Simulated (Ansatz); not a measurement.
Consider the hydrogenolysis of a C–C bond: `CCC(=O)CC` + H₂ → `CCC(C)=O` + CH₄.

Gas-phase electronic energies from Ansatz, PBE0-D4/def2-TZVP geometries. CBS: MP2 limit from def2 TZ/QZ plus the TZ coupled-cluster correction, frozen cores. This one scheme is used for every species. DFT in def2-TZVPP. One conformer a species, not always the lowest.

| species | ωB97M-V energy (Eh) |
| --- | --- |
| `CCC(=O)CC` | -271.75642 |
| H₂ | -1.16132 |
| `CCC(C)=O` | -232.45065 |
| CH₄ | -40.49280 |

Q: Work out ΔE.

A: ΔE = (-232.45065) + (-40.49280) − (-271.75642) − (-1.16132) = -0.02571 Eh = -16.1 kcal/mol. CCSD(T)/CBS gives -15.8 kcal/mol.

Largest T1 diagnostic among the species: 0.013.

In def2-TZVPP, CCSD(T) changes the Hartree–Fock value by +4.5 kcal/mol (the triples alone add +0.9 kcal/mol) and MP2 by +5.1 kcal/mol. Leaving LDA and LC-ωPBE aside and taking each functional with its dispersion term where it has one, the values, not all of them listed here, spread over 3.2 kcal/mol, from B97M-V to revPBE-D4. LDA lies +2.5 kcal/mol from PBE without D4.
